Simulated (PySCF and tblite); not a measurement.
Results of a calculation; reference values are marked as such.
C5H8O, numbered as in [CH2:1]=[CH:2]/[CH:3]=[CH:4]/[O:5][CH3:6].

The ensemble was built from 90 distance-geometry starts (ETKDG, MMFF94s, GFN2-xTB) and rests on GFN2-xTB geometries. Free energies are r2SCAN-D3(BJ)/def2-TZVP single points with GFN2-xTB rigid-rotor and vibrational terms (modes under about 100 cm⁻¹ blended into free rotors). Symmetry numbers and mirror images are counted. Conformers within 2.5 kcal/mol (GFN2-xTB free energy) were kept, 6 at most. GIAO shieldings: PBE0/pcSseg-1. Shifts are against TMS (¹H), TMS (¹³C) at the same level; of two unlike H on one atom, a is the less shielded. Programs: PySCF with density fitting and tblite.

**Question.** Predict the averaged NMR shifts at 298.15 K.

**Answer.** ¹H: 6.81 (H4, 1H), 6.35 (H2, 1H), 5.48 (H3, 1H), 5.27 (H1a, 1H), 5.06 (H1b, 1H), 3.74 (H6, 3H) ppm. ¹³C: 160.6 (C4), 141.3 (C2), 117.1 (C1), 111.1 (C3), 56.6 (C6) ppm.

**Question.** How do the conformers differ?

**Answer.** Torsions listed: C1–C2–C3–C4, C3–C4–O5–C6.
| conformer | shape | weight % |
| --- | --- | --- |
| 1 | 180°, 0° | 87.5 |
| 2 | 180°, 180° | 12.5 |

```csv
signal,1,2,average
H1a,5.27,5.26,5.27
H1b,5.05,5.09,5.06
H2,6.36,6.29,6.35
H3,5.42,5.95,5.48
H4,6.87,6.41,6.81
H6,3.74,3.75,3.74
C1,117.0,117.8,117.1
C2,141.3,140.8,141.3
C3,110.1,117.9,111.1
C4,160.7,160.1,160.6
C6,56.0,60.1,56.6
```

**Question.** Which signal moves most, for its nucleus, between 250 and 350 K through the change of populations alone?

**Answer.** H3: 5.46 ppm at 250 K, 5.48 ppm at 298.15 K, 5.51 ppm at 350 K.

Shifts are unscaled: against experiment ¹³C can be off by 15 ppm or more and ¹H by 0.8 ppm.
